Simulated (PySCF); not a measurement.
# Stretching LiN⁺

Set-up: PySCF, no relativity, basis sets Li def2-SVP, N def2-SVP. Energies in eV from Li⁺ + N in their ground configurations at the same level. State: ⁴Σ⁻ (quartet), unpaired electrons σ ↑, π ↑↑.

All columns are PBE. A positive dipole points towards N; it is taken about the centre of mass and depends on that origin.

| R (Å) | E (eV) | μ (D) | Mulliken charge on Li (basis-dependent) | HOMO (eV) | LUMO (eV) | Mayer bond order | ⟨S²⟩ |
| --- | --- | --- | --- | --- | --- | --- | --- |
| 1.936 | -0.202 | -5.16 | 0.91 | -15.37 | -11.61 | 0.19 | 3.75 |
| 2.026 | -0.258 | -5.47 | 0.91 | -15.12 | -11.40 | 0.18 | 3.75 |
| 2.116 | -0.287 | -5.79 | 0.91 | -14.88 | -11.19 | 0.17 | 3.75 |
| 2.183 | -0.296 | -6.02 | 0.91 | -14.71 | -11.03 | 0.17 | 3.75 |
| 2.251 | -0.299 | -6.26 | 0.92 | -14.54 | -10.87 | 0.16 | 3.75 |
| 2.318 | -0.296 | -6.50 | 0.92 | -14.38 | -10.71 | 0.16 | 3.75 |
| 2.409 | -0.286 | -6.82 | 0.92 | -14.17 | -10.50 | 0.15 | 3.75 |
| 2.521 | -0.268 | -7.22 | 0.92 | -13.92 | -10.24 | 0.15 | 3.75 |
| 2.656 | -0.243 | -7.70 | 0.93 | -13.63 | -9.94 | 0.14 | 3.75 |
| 2.836 | -0.209 | -8.34 | 0.94 | -13.28 | -9.56 | 0.12 | 3.75 |

A fit through these points gives, at Re = 2.241 Å, μ = -6.23 D and dμ/dR = -3.53 D/Å; the reduced mass is 4.674 u.

Q: How strong is the fundamental in the double-harmonic approximation, I = 42.26·(dμ/dR)²/μred km/mol?

A: I = 42.26·(-3.53)²/4.674 = 113 km/mol at PBE.

The bond is weak. Basis-set superposition, not corrected here, can be much of De in a small basis, most of all at correlated wavefunction levels. For an ion De counts to the pair picked by the measured ionisation energies or electron affinities, which need not be the lowest pair at this level. The state is the lowest determinant that a PBE0 search found; another state may lie lower at other levels.
